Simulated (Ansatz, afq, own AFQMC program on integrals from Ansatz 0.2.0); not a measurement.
AFQMC on a folder of integrals that Ansatz 0.2.0 wrote.

```yaml
crystal:
  periodic: [false, false, false]
  atoms:
    - {symbol: B, position_ang: [-1.289323, 0.000000, 0.000000]}
    - {symbol: H, position_ang: [-1.886057, 1.033571, 0.000000]}
    - {symbol: H, position_ang: [-1.886057, -1.033571, 0.000000]}
    - {symbol: H, position_ang: [0.040677, 0.000000, 0.000000]}
    - {symbol: N, position_ang: [1.263677, 0.000000, 0.000000]}
basis:
  gaussian: {orbitals: cc-pVTZ}
magnetization: {spin_polarized: true, initial_magnetization: 3}
correlation: {method: ccsd_t, electrons: outside_noble_gas, hamiltonian_folder: ham}
```

```sh
$ ansatz run in.yaml --threads 1 --pin off --events-out ev --progress --plain --max-ram 16896MiB --backend cuda --devices 0, --max-vram 18GiB
```

afq runs on the folder ham with

```
--method phaseless --trial cisd --walkers 1000 --populations 20 --least-time 60 --time-step 0.005 --steps-per-block 50 --equilibration-blocks 28 --max-blocks 4000 --target-error 0.0002 --factor-cut 1e-05 --start spin_pure --seed 2848 --release-times 0.24,0.51,0.99,1.62,2.4 --release-step 0.03 --release-every 3 --taylor-order 6
```

Times are imaginary, in 1/Eh. The walk had a cap of 237 s. With eight or more populations the least sampling time is a fifth of least-time, and the error comes from their spread.

Output of the walk:

```
orbitals 100  electrons 7 4  factors 583 of 583
reference energy -80.72466409 Eh
CCSD correlation -0.26850581 Eh in 12 cycles, weight of the determinant in the CISD state 0.8965
energy of the start -80.992136 Eh
 block  time / (1/Eh)  mean weight  energy / Eh
     1     0.250  0.9997  -80.990811
     2     0.500  0.9997  -80.993731
     3     0.750  1.0002  -80.996340
     4     1.000  1.0001  -80.997662
     5     1.250  0.9997  -80.998803
    12     3.000  0.9995  -81.001376
    19     4.750  1.0001  -81.000795
    26     6.500  1.0002  -81.000585
    33     8.250  1.0009  -81.001469
    35     8.750  1.0006  -81.000001
    40    10.000  1.0005  -81.001852
    47    11.750  0.9997  -81.001684
    53    13.250  1.0002  -81.003327
    54    13.500  0.9999  -81.002535
    61    15.250  0.9998  -81.001027
    68    17.000  1.0002  -81.002049
    75    18.750  1.0005  -81.001718
    78    19.500  1.0008  -81.002178
error from the spread of 20 populations
released: time / (1/Eh)  energy / Eh  error  mean overlap
  0.24  -81.001920  0.000145  0.9958
  0.51  -81.001952  0.000135  0.9916
  0.99  -81.001802  0.000146  0.9893
  1.62  -81.002158  0.000293  0.9822
  2.40  -81.001924  0.000209  0.9801
energy -81.001746 +/- 0.000136 Eh
(rows thinned)
```

The run passed its tests (sampling time, drift between the halves within three errors, error under three times the target), which doesn't prove that it has relaxed.

Against this walk (error 3.7 meV) on the same determinant: CCSD(T) 31.3 meV higher, CCSDT(Q) 5.0 meV lower (within the noise). The error is statistical and leaves out the bias of the constraint. Released to 2.40 1/Eh the energy moves by -5 ± 7 meV (both errors), within twice the noise.

Cautions: constraint bias not in the error; lower spins were not checked.

The walk took 43 s on 1 × NVIDIA H100 80GB HBM3 with 2 threads of AMD EPYC 7R13 Processor (Zen 3), on a shared host (the card was shared). The log's last line is the phaseless energy.

CCSDT and higher add their correlation energy to the determinant of the CCSD(T) run, since their own runs factorise the integrals more tightly (a shift of under 2 meV). A walk keeps the symmetry of its determinant, which the program's search chose and which needn't be the lowest solution, so a lower state of the same spin and another symmetry isn't excluded.
